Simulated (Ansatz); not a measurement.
Species: C₂H₂F, charge 0, doublet. C2H2F (SMILES C=[C]F, doublet).
B3LYP-D3(BJ)/def2-TZVP minimum from Ansatz (a first-principles code):
```
C
C 1 1.3099
F 2 1.3111 1 130.21
H 1 1.0791 2 120.12 3 180.00
H 1 1.0866 4 119.16 2 -180.00
```
Charge 0, spin multiplicity 2.

Total energies in cc-pVDZ, 17 correlated electrons, 3 frozen orbitals. UHF or UKS for unpaired electrons; spin-orbit terms are left out. Cores are frozen in correlated methods. No relativity. The UHF reference of C2H2F (C=[C]F, doublet) is spin-contaminated (<S^2> up to 0.18 over the pure value in the sets run).

```
method    program  energy (Eh)  minus CCSDT(Q) (mEh)
--------  -------  -----------  --------------------
HF         Ansatz   -176.24992                459.25
MP2        Ansatz   -176.66063                 48.54
CCSD       Ansatz   -176.69403                 15.14
CCSD(T)    Ansatz   -176.70669                  2.48
CCSDT(Q)   Ansatz   -176.70917                  0.00
```

Rough core times of Ansatz's runs on a shared machine: CCSD(T) under 20 s, CCSDT(Q) 3 min.
